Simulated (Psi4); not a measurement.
# NOF (nitrosyl fluoride) at B3LYP/6-31G(d) (spherical functions)

What is the vertical ionisation energy of NOF (nitrosyl fluoride) at B3LYP/6-31G* (spherical functions)? 

The calculation is run with Psi4 1.11.

### Step 1. The structure to begin with

NOF: 3 atoms, total charge 0, spin state singlet. SMILES: `O=NF`. The coordinates come from a PBE0-D4/def2-TZVP relaxation.

Bond lengths: O1–N2 1.127 Å, N2–F3 1.483 Å. Angles: O1–N2–F3 110.4°.

### Step 2. Energy and forces at B3LYP/6-31G(d) (spherical functions)

job.in

```
memory 2.2 GB

molecule mol {
  0 1
  O      0.868350     0.242970     0.504740
  N      0.148930    -0.482540     0.029910
  F     -1.017290     0.239580    -0.534650
  units angstrom
  symmetry c1
}

set {
  puream               true
  e_convergence        1e-09
  d_convergence        1e-08
  scf_type             pk
  dft_radial_points    99
  dft_spherical_points 590
}

E, wfn = gradient("b3lyp/6-31G*", return_wfn=True)
oeprop(wfn, "QUADRUPOLE", "MULLIKEN_CHARGES", "DIPOLE", title="B3LYP")
print_variables()
```

Launch:

```console
$ psi4 -n 1 job.in job.out
```

job.out, shortened:

```text
[...]
  Running in c1 symmetry.
[...]
  Nuclear repulsion =   66.472921694977643
[...]
  Multiplicity = 1
[...]
  Nalpha       = 12
  Nbeta        = 12
[...]
    Number of basis functions: 42
[...]
   @RKS iter   1:  -229.64052910942459   -3.05329e-01   9.89363e-03 ADIIS/DIIS
[...]
   @RKS iter  11:  -229.69723765350062   -3.97904e-13   1.98699e-09 DIIS
[...]
    Orbital Energies [Eh]
    ---------------------
    Doubly Occupied:
       1A    -24.689907     2A    -19.298359     3A    -14.570876
       4A     -1.316671     5A     -1.158684     6A     -0.707815
       7A     -0.584781     8A     -0.561543     9A     -0.542543
      10A     -0.396239    11A     -0.384171    12A     -0.331480
[...]
  @RKS Final Energy:  -229.69723765350062
   => Energetics <=
    Nuclear Repulsion Energy =             66.4729216949776429
    One-Electron Energy =                -448.2621882775205222
    Two-Electron Energy =                 172.9762086211510734
    DFT Exchange-Correlation Energy =     -20.8841796921088090
    Empirical Dispersion Energy =           0.0000000000000000
    VV10 Nonlocal Energy =                  0.0000000000000000
    Total Energy =                       -229.6972376535006219
[...]
  -Total Gradient:
     Atom            X                  Y                   Z
    ------   -----------------  -----------------  -----------------
       1       -0.039185315220    -0.031601897350     0.000000000000
       2        0.032392653454     0.034323081707    -0.000000000000
       3        0.006791950393    -0.002716385553    -0.000000000000
[...]
 Multipole Moments:
 ------------------------------------------------------------------------------------
     Multipole            Electronic (a.u.)      Nuclear  (a.u.)        Total (a.u.)
 ------------------------------------------------------------------------------------
 L = 1.  Multiply by 2.5417464519 to convert [e a0] to [Debye]
 Dipole X            :         -0.5968163            1.0164658            0.4196495
 Dipole Y            :          0.0683078           -0.1919967           -0.1236888
 Dipole Z            :          0.0000000           -0.0000000            0.0000000
 Magnitude           :                                                    0.4374982
 L = 2.  Multiply by 1.3450342976 to convert [e a0^2] to [Debye ang]
 Quadrupole XX       :        -83.4843177           71.5543819          -11.9299358
 Quadrupole XY       :          3.4242343           -3.5096002           -0.0853659
[...]
  Mulliken Charges: (a.u.)
   Center  Symbol    Alpha    Beta     Spin     Total
       1     O     4.04697  4.04697  0.00000 -0.09393
       2     N     3.30265  3.30265  0.00000  0.39471
       3     F     4.65039  4.65039  0.00000 -0.30078
   Total alpha = 12.00000, Total beta = 12.00000, Total charge =  0.00000
  Variable Map:
  ----------------------------------------------------------------------------
  "CURRENT ENERGY"              =>    -229.697237653501
  "CURRENT REFERENCE ENERGY"    =>    -229.697237653501
  "DD SOLVATION ENERGY"         =>       0.000000000000
[...]
```

Run time: 9.3 s. Hardware: 1 thread of Intel Xeon Platinum 8259CL at 2.50GHz (Skylake/Cascade Lake), shared host; peak memory 0.41 GiB.

### Step 3. The doublet cation, same level

calc.in

```
memory 2200 mb

molecule mol {
  1 2
  O
  N 1 r2
  F 2 r3 1 a3

  r2 = 1.126674
  r3 = 1.483325
  a3 = 110.42286
  symmetry c1
}

set {
  basis 6-31G*
  reference uks
  puream true
  e_convergence 1e-09
  d_convergence 1e-08
  scf_type pk
  dft_radial_points 99
  dft_spherical_points 590
  maxiter 100
}

gradient('b3lyp')
```

Launch:

```console
$ psi4 calc.in calc.out -n 1
```

calc.out, shortened:

```text
[...]
  Running in c1 symmetry.
[...]
  Nuclear repulsion =   66.472919985517308
[...]
  Multiplicity = 2
[...]
  Nalpha       = 12
  Nbeta        = 11
[...]
    Number of basis functions: 42
[...]
   @UKS iter   1:  -229.16462364126076    1.70576e-01   9.00420e-03 ADIIS/DIIS
[...]
   @UKS iter  16:  -229.22701281485368   -8.24230e-13   4.38507e-09 DIIS
[...]
   @S^2 Observed:                7.646719739E-01
[...]
  @UKS Final Energy:  -229.22701281485368
   => Energetics <=
    Nuclear Repulsion Energy =             66.4729199855173079
    One-Electron Energy =                -438.6602721693396916
    Two-Electron Energy =                 163.4466157117161345
    DFT Exchange-Correlation Energy =     -20.4862763427474412
    Empirical Dispersion Energy =           0.0000000000000000
    VV10 Nonlocal Energy =                  0.0000000000000000
    Total Energy =                       -229.2270128148536799
[...]
 Multipole Moments:
 ------------------------------------------------------------------------------------
     Multipole            Electronic (a.u.)      Nuclear  (a.u.)        Total (a.u.)
 ------------------------------------------------------------------------------------
 L = 1.  Multiply by 2.5417464519 to convert [e a0] to [Debye]
 Dipole X            :          0.2194331           -0.8038939           -0.5844608
 Dipole Y            :         -0.3805418            0.6510145            0.2704727
 Dipole Z            :          0.0000000            0.0000000            0.0000000
 Magnitude           :                                                    0.6440108
[...]
  -Total Gradient:
     Atom            X                  Y                   Z
    ------   -----------------  -----------------  -----------------
       1        0.029004465965     0.022816191899     0.000000000000
       2       -0.043568254338    -0.040904461262    -0.000000000000
       3        0.014566518340     0.018090200925     0.000000000000
[...]
```

It took 14 s on 1 thread of Intel Xeon Platinum 8259CL at 2.50GHz (Skylake/Cascade Lake), shared host; peak memory 0.41 GiB.

### Step 4. Summary of results

At B3LYP/6-31G* (spherical functions):

| quantity | value |
| --- | --- |
| singlet NOF: total energy | -229.69724 Eh |
| singlet NOF: dipole moment | 1.11 D |
| singlet NOF: HOMO energy | -9.02 eV |
| singlet NOF: LUMO energy | -3.14 eV |
| singlet NOF: HOMO–LUMO gap | 5.88 eV |
| singlet NOF: largest force on an atom | 2.589 eV/Å |
| doublet cation: total energy | -229.22701 Eh |
| doublet cation: HOMO energy (highest over α and β) | -20.74 eV |
| doublet cation: LUMO energy (lowest over α and β) | -16.56 eV |
| doublet cation: ⟨S²⟩ | 0.765 |
| doublet cation: largest force on an atom | 3.073 eV/Å |
| vertical ionisation energy (to the doublet cation) | 12.795 eV |

What this shows: Removing an electron at fixed nuclei costs 12.80 eV (295 kcal/mol). The largest force (singlet NOF) is 2.59 eV/Å: the shape isn't a stationary point for this species at this level. The negative HOMO energy of the first species, 9.02 eV, lies 3.78 eV below that difference. Mulliken charges (singlet NOF) run from -0.30 on F3 to +0.39 on N2; they depend strongly on the basis.
